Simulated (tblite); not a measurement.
Compound: C₄H₂O₂.
Geometry (GFN2-xTB, Å), atoms numbered from 1 in this order:
```
atom  x, y, z in Å
O1     2.0890   -1.1070    0.1606
C2     1.5058   -0.0713   -0.0058
C3     0.0464    0.0467   -0.0110
C4    -1.1127   -0.6519    0.1161
C5    -1.1940    0.7632   -0.1180
O6    -1.8177    1.7609   -0.2768
H7     2.0323    0.8857   -0.1701
H8    -1.5401   -1.6169    0.2804
```

Calculated harmonic vibrations of the isolated species, GFN2-xTB (tblite), most abundant isotopes, no scaling. The method is semi-empirical: single wavenumbers can be off by several per cent or more. One conformer, not necessarily the lowest. The optimisation stopped once no atom felt more than 0.01 eV/Å.

Lowest wavenumbers of the output (negative numbers stand for imaginary wavenumbers):
```
mode    cm-1
  1    -132.5
  2     160.7
  3     220.6
  4     400.9
  5     510.1
  6     564.7
  7     747.0
  8     765.4
  9     890.9
 10     911.7
```

Task: Is this structure a minimum?

Result: No. 1 mode is imaginary beyond 20i (132i cm⁻¹), so at this level the point lies at or near a first-order saddle.

Task: Which atoms move in the imaginary mode?

Result: 132i: O1 (aldehyde oxygen) 32 %, H7 (formyl hydrogen) 26 %, C2 (aldehyde carbon) 24 %. These are shares of the mass-weighted motion.

Task: What is the remedy?

Result: Step along that mode in both directions, optimise again with tighter thresholds and repeat the frequencies. The zero-point energy of this point (28.7 kcal/mol) counts the 17 real modes alone, and thermal corrections from it aren't those of a minimum.

The run took 0.19 s of wall time on an Arm Neoverse N1 with one thread (shared host). This covers the Hessian and the dipole derivatives.
